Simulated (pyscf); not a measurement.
Optimised with ωB97X-D3(BJ)/def2-SVP in PySCF.

SMILES: [O]=[Nb]([OH])([Cl])[Cl]
```xyz
6

O      0.8222     1.8972    -0.3124
Nb     0.1768     0.3559    -0.4058
O      0.3406    -0.4135     1.2852
Cl    -2.0355     0.5331    -0.9974
Cl     1.3813    -0.8395    -1.9537
H      0.7003    -0.1097     2.1272
```

Question: What is the homolytic dissociation enthalpy (298 K, ωB97M-D3(BJ)/def2-TZVP) of the Nb–O bond of O=Nb(OH)(Cl)–Cl (SMILES [O]=[Nb]([OH])([Cl])[Cl]), to [O=Nb(Cl)–Cl]• + OH•?

Answer: Nb–O to [O=Nb(Cl)–Cl]• + OH•: 114.3 kcal/mol. The 7 functionals that were run give +111.6 (M06-2X) to +121.4 kcal/mol (PBE). The radicals are drawn with the spin at the cut bond; how far it spreads was not checked. Other isomers of [O=Nb(Cl)–Cl]• were not searched in full and may lie lower. Left out: the spin-orbit lowering of OH. Open-shell species with a d-block atom are single-reference here; other states, and whether the spin sits on metal or ligand, were not checked. Elements past Kr carry the def2 core potentials, without spin-orbit coupling.
